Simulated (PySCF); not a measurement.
# Nitrogen: a sound run and one with changed settings

Sound run: N [He] 2s2 2p3, N⁺ [He] 2s2 2p2. Calculation: PySCF 2.14, in 6-31G* (3s2p1d, 14 functions); the non-relativistic Hamiltonian (point nucleus). In the sound run the correlated levels freeze 1s2. The sound run starts from symmetry-adapted Hartree-Fock orbitals and uses a fine grid where one is needed.

A second run was set up differently.

| species | method | sound run (hartree) | changed run (hartree) | converged |
| --- | --- | --- | --- | --- |
| N | MP2 | -54.45534 | -54.40254 | yes |
| N | CCSD(T) | -54.47214 | -54.40700 | yes |
| N⁺ | MP2 | -53.92527 | -53.87696 | yes |
| N⁺ | CCSD(T) | -53.94794 | -53.87840 | yes |

Ionisation energy of N:

| method | sound run (eV) | changed run (eV) |
| --- | --- | --- |
| UHF | 13.962 | 13.962 |
| MP2 | 14.424 | 14.302 |
| SCS-MP2 | 14.215 | 14.076 |
| CCSD | 14.267 | 14.384 |
| CCSD(T) | 14.264 | 14.384 |

What was changed?
A. a valence shell is frozen
B. too few SCF iterations
C. all electrons correlated in a valence basis
D. minimal basis

A. Freezing a valence shell removes pair correlation that changes on ionisation.
